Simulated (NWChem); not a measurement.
**Two attempts at H3O+ (oxonium)**

Wanted: the excited states of H3O+ (oxonium), TDA-B97-GGA1/aug-pcseg-1 (density fitting with weigend coulomb fitting).

The results are computed with NWChem 7.3.0.

2 further runs of the same task are left out: 2 set aside as unsound or not needed.

## (1) The structure to begin with

H3O+: 4 atoms, total charge +1, spin state singlet. SMILES: `[OH3+]`. Geometry: relaxed at GFN2-xTB.

Bond lengths: O1–H2 0.983 Å, O1–H3 0.983 Å, O1–H4 0.984 Å. Angles: H2–O1–H3 112.0°, H2–O1–H4 112.0°, H3–O1–H4 112.0°.

## (2) The input as first written

File h3o.nw:

```
START h3o
TITLE "H3O B97-GGA1"
memory 2200 mb
charge -1

GEOMETRY units au noautosym nocenter noautoz
   O      0.37048081    -0.11531109    -0.10752542
   H      0.40483603     1.73748979     0.03112379
   H     -0.78123168    -0.69281139    -1.44692550
   H      0.00591484    -0.92936731     1.52334602
END

BASIS "ao basis" spherical bse
   * library aug-pcseg-1
END

BASIS "cd basis" spherical
   * library "weigend coulomb fitting"
END

DFT
   xc becke97gga1
   grid xfine
   maxiter 75
   mulliken
   noprint "final vectors analysis"
END

TDDFT
   cis
   nroots 2
   nosinglet
   freeze core 1
END

TASK tddft energy
```

Command:

```bash
nwchem h3o.nw > h3o.out
```

Log:

```text
[...]
          Wavefunction type:  closed shell.
          No. of atoms     :     4
          No. of electrons :    12
[...]
          Charge           :    -1
          Spin multiplicity:     1
[...]
          AO basis - number of functions:    50
[...]
              XC Information
              --------------
               Becke 1997GGA-1 Method XC Potential
               Becke 1997GGA-1 Exchange Functional  1.000
             Becke 1997GGA-1 Correlation Potential  1.000
[...]
 d= 0,ls=0.0,diis     1    -76.3688719426 -9.03D+01  1.33D+00  5.22D+00     2.0
[...]
  Singularity in Pulay matrix. Error and Fock matrices removed.
 d= 0,ls=0.0,diis    19    -76.9242202707 -1.14D-10  5.96D-05  4.63D-14    29.0
  Singularity in Pulay matrix. Error and Fock matrices removed.
  Singularity in Pulay matrix. Error and Fock matrices removed.
  Singularity in Pulay matrix. Error and Fock matrices removed.
  Singularity in Pulay matrix. Error and Fock matrices removed.
 d= 0,ls=0.0,diis    20    -76.9242202707 -1.88D-12  4.68D-07  9.81D-16    30.5
         Total DFT energy =      -76.924220270696
      One electron energy =     -132.121916942945
           Coulomb energy =       50.905524382280
    Exchange-Corr. energy =       -9.594599029590
 Nuclear repulsion energy =       13.886771319558
[...]
      Total Density - Mulliken Population Analysis
     ---------------------------------------------
    Atom       Charge   Shell Charges
 -----------   ------   -------------------------------------------------------
    1 O    8     4.46   1.99  0.93  0.71 -3.89  3.02  1.45  0.25  0.01 -0.02
    2 H    1     2.51   0.65  0.70  1.15  0.05 -0.04
    3 H    1     2.51   0.65  0.70  1.15  0.05 -0.04
    4 H    1     2.52   0.65  0.70  1.16  0.05 -0.04
[...]
  Root   1 triplet a              0.011106009 a.u.                0.3022 eV
[...]
  Root   2 triplet a              0.011146046 a.u.                0.3033 eV
[...]
```

Wall time 41 s (1 thread of Intel Xeon Platinum 8175M at 2.50GHz (Skylake/Cascade Lake), shared host); peak memory 0.12 GiB.

## (3) What went wrong

The program ended normally, but the settings are unsound, so its numbers aren't properties of the molecule.

The fault: the charge typed isn't that of the species meant. To mend it: charge 1 in place of -1.

## (4) Second attempt

File h3o.nw:

```
start h3o
title "H3O"
memory 2200 mb
charge 1
geometry units au noautosym nocenter noautoz
  O      0.37048081    -0.11531109    -0.10752542
  H      0.40483603     1.73748979     0.03112379
  H     -0.78123168    -0.69281139    -1.44692550
  H      0.00591484    -0.92936731     1.52334602
end
basis spherical bse
  * library aug-pcseg-1
end
basis "cd basis" spherical
  * library "weigend coulomb fitting"
end
dft
  xc becke97gga1
  grid xfine
  mulliken
end
tddft
  cis
  nroots 2
  nosinglet
  freeze core 1
end
task tddft energy
```

Command:

```bash
nwchem h3o.nw > h3o.out
```

Log:

```text
[...]
          Wavefunction type:  closed shell.
          No. of atoms     :     4
          No. of electrons :    10
[...]
          Charge           :     1
          Spin multiplicity:     1
[...]
          AO basis - number of functions:    50
[...]
              XC Information
              --------------
               Becke 1997GGA-1 Method XC Potential
               Becke 1997GGA-1 Exchange Functional  1.000
             Becke 1997GGA-1 Correlation Potential  1.000
[...]
 d= 0,ls=0.0,diis     1    -76.3864261325 -9.03D+01  4.74D-02  3.49D+00     1.9
[...]
 d= 0,ls=0.0,diis     7    -76.6765996907 -3.67D-09  1.76D-07  8.81D-12    10.8
         Total DFT energy =      -76.676599690682
      One electron energy =     -128.440670947019
           Coulomb energy =       47.282040883828
    Exchange-Corr. energy =       -9.404740947049
 Nuclear repulsion energy =       13.886771319558
[...]
      Total Density - Mulliken Population Analysis
     ---------------------------------------------
    Atom       Charge   Shell Charges
 -----------   ------   -------------------------------------------------------
    1 O    8     8.62   1.99  0.91  0.74  0.36  3.05  1.41  0.17  0.01 -0.02
    2 H    1     0.46   0.64 -0.20 -0.01  0.05 -0.02
    3 H    1     0.46   0.64 -0.20 -0.01  0.05 -0.02
    4 H    1     0.46   0.64 -0.20 -0.01  0.05 -0.02
[...]
  Root   1 triplet a              0.384566143 a.u.               10.4646 eV
[...]
  Root   2 triplet a              0.471949760 a.u.               12.8424 eV
[...]
```

Run time: 22 s. Hardware: 1 thread of Intel Xeon Platinum 8175M at 2.50GHz (Skylake/Cascade Lake), shared host; peak memory 0.12 GiB.

## (5) Outcome

Level: TDA-B97-GGA1/aug-pcseg-1 (density fitting with weigend coulomb fitting).

```
                                   quantity         value
          ground-state or mean-field energy  -76.67660 Eh
  HOMO energy (B97-GGA1 Kohn–Sham orbitals)     -18.93 eV
  LUMO energy (B97-GGA1 Kohn–Sham orbitals)      -8.16 eV
HOMO–LUMO gap (B97-GGA1 Kohn–Sham orbitals)      10.77 eV
           lowest triplet excitation energy      10.46 eV
```
